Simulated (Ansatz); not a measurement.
**Which is lower?**

Two relaxed structures of CH4NSi (charge +1), closed shell (PBE0-D4/def2-TZVP; forces vanish, vibrations not checked).

A:

```
7
angstrom
N -1.3328 -0.0325 -0.7881
C -0.3546 0.1428 -0.2302
Si 1.3041 0.4404 0.7157
H -2.1994 -0.1878 -1.2823
H 1.5508 1.8615 0.4153
H 0.9036 0.1232 2.0975
H 2.1884 -0.5324 0.0506
```

B:

N1  (-1.270, -0.080, -0.743)
C2  (-0.190, -0.012, -0.111)
Si3  (1.275, 0.080, 0.746)
H4  (-1.617, 0.692, -1.316)
H5  (-1.864, -0.911, -0.721)
H6  (1.193, 0.601, 2.115)
H7  (2.474, -0.371, 0.031)
(Å)

Program: Ansatz 0.2.0. Basis: def2-TZVPP. Cores are frozen in the correlated methods. B3LYP uses VWN-RPA correlation.

**Question.** Which structure is lower at CCSD(T), and by how much? (An estimate is asked for; the value comes from the calculation.)

**Answer.** The calculation gives: A, by 120.5 kJ/mol (electronic energy, against the other). By their contacts, A is CH₄NSi ([NH][C][SiH3]), total charge +1 and B is CH₄NSi ([NH2][C][SiH2]), total charge +1.

All methods give the same order:

```tsv
method	E(B) − E(A) (kJ/mol)
PBE-D4	85.1
r2SCAN-D4	96.7
PBE0-D4	93.3
B3LYP-D4	100.6
wB97M-V	107.4
HF	139.9
MP2	136.4
CCSD	123.3
CCSD(T)	120.5
```

No T1 diagnostic of these runs exceeds 0.020.

Labels in which every atom is bracketed show which atoms are joined, not bond orders.

For scale, one of the runs: CCSD(T)/def2-TZVPP, 160 basis functions, launched by `ansatz run in.yaml --threads 2 --pin off --events-out ev --progress --plain --max-ram 4352MiB`. Time: 69 s of wall clock on 2 CPU threads of an Intel Xeon; the host was shared. Peak host memory: 1.1 GiB.
